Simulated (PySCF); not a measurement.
Molecule: `C#CCC=C`, C5H6.

Bonds (- single, = double, # triple, : aromatic): C1#C2, C2-C3, C3-C4, C4=C5. C1 carries H6; C3 carries H7, H8; C4 carries H9; C5 carries H10, H11. H11 is cis to C3; H10 is trans to C3.

Frames of a GFN2-xTB Langevin trajectory at 300 K; GIAO PBE0/pcSseg-1 shieldings in PySCF, gas phase, non-relativistic; equivalent atoms averaged within each frame.

Chemical shifts δ = σref − σ; TMS for ¹³C (σ = 186.93 ppm), ¹H (σ = 31.72 ppm), all at this level. The references are static minima.

Problem. How do the shifts (ppm) fluctuate along the trajectory?

Solution. 
```tsv
time (fs)	C4	C5	C2	C1	C3	H9	H10	H11	H7/H8	H6
optimised geometry	143.1	123.1	86.1	76.4	27.9	6.14	5.34	5.40	3.04	1.48
250	144.3	118.2	94.5	78.7	29.7	5.96	5.68	5.18	3.07	2.56
425	149.5	120.2	89.4	76.3	24.3	6.18	5.91	5.20	3.79	2.55
625	141.4	128.3	90.4	80.2	22.7	6.35	4.99	5.20	2.77	1.44
800	150.5	130.5	87.4	77.4	29.3	7.52	6.47	5.88	3.37	2.10
1000	151.9	122.5	88.3	77.7	30.2	7.22	4.72	5.44	3.94	0.90
mean of frames	147.5	123.9	90.0	78.1	27.3	6.65	5.56	5.38	3.39	1.91
standard deviation	4.5	5.3	2.8	1.5	3.5	0.68	0.71	0.30	0.49	0.73
```

5 frames give an uncertainty of the mean of about the standard deviation over 2.2 at best, since frames this close in time may not be independent; classical motion lacks zero-point vibration, and the reference would need the same averaging.
